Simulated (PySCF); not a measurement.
# Level of theory and gas-phase deprotonation enthalpies: ammonia

Structure: `N` (NH3). Numbering: `[NH3:1]`

All levels share the PBE0-D3(BJ)/ma-def2-SVP structures and the PBE0-D3(BJ)/ma-def2-SVP thermal terms; only the single-point energies (PySCF) change. Values are gas-phase deprotonation enthalpies (298 K, kJ/mol).

```jsonl
{"level": "MP2/aug-cc-pVTZ", "N1": "1674", "abs. error": "13.5", "time": "2.4 s"}
{"level": "CCSD(T)/aug-cc-pVTZ", "N1": "1688", "abs. error": "0.0", "time": "19 s"}
{"level": "PBE0-D3(BJ)/ma-def2-TZVP", "N1": "1699", "abs. error": "11.5", "time": "–"}
{"level": "HF/aug-cc-pVTZ", "N1": "1729", "abs. error": "41.0", "time": "0.4 s"}
{"level": "ATcT 1.112", "N1": "1688", "abs. error": "", "time": ""}
```

Times are wall times for all single points of a level on 1 thread of AMD EPYC 7B13, a shared host; the dash marks the run that also made the structures.

Hartree-Fock leaves out electron correlation, so its deprotonation energies can be off by tens of kJ/mol.

The spread: 55 kJ/mol, from 1674 to 1729.
